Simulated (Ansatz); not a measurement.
Input file:

```yaml
crystal:
  periodic: [false, false, false]
  atoms:
    - {symbol: Zr, position_ang: [0.000000, 0.000000, 0.000000]}
    - {symbol: C, position_ang: [0.000000, 0.000000, 5.780000]}
basis:
  gaussian: {orbitals: def2-SVP}
total_charge: 1
magnetization: {spin_polarized: true, initial_magnetization: 5}
hamiltonian: {xc: {name: CAM-B3LYP}}
```

```sh
$ ansatz run in.yaml --threads 1 --pin off --events-out ev --progress --plain --max-ram 4096MiB --backend cpu
```

(1) Roughly how long does this take on 1 thread of AMD EPYC 7R13, shared host, and how much host memory?

```
  # Exact exchange under (alpha + beta erf(omega r))/r, Becke's under what is left of 1/r.
474 factors; integrals over basis functions are off by at most 2.7e-4 eV
119 factors; integrals over basis functions are off by at most 1.2e-4 eV
mean field evaluation 1: about -2281.0550 eV, gradient 2.6e1 eV
mean field evaluation 2: about -2113.8976 eV, gradient 6.1e1 eV
mean field evaluation 4: about -2289.1177 eV, gradient 1.3e1 eV
mean field evaluation 8: about -2280.9312 eV, gradient 2.7e1 eV
mean field evaluation 16: about -2295.3745 eV, gradient 8.1e0 eV
mean field evaluation 32: about -2296.5731 eV, gradient 2.9e-2 eV
mean field evaluation 64: about -2296.5741 eV, gradient 7.7e-6 eV
mean field evaluation 96: about -2296.5739 eV, gradient 2.2e-3 eV
mean field evaluation 128: about -2296.5740 eV, gradient 8.6e-4 eV
mean field -2296.57414891 eV, -84.3975432987 hartree, gradient 1.1e-6 eV, S^2 8.753408; 8 other end points of the search recorded, 0 dependent functions left out
reference -2296.57426119 eV, -84.3975474250 hartree; 11, 6 occupied and 34, 39 virtual orbitals, 474 factors
Total energy: -2296.57426119 eV, -84.3975474250 hartree
```

Answers

(1) 41 s wall and 0.16 GiB.
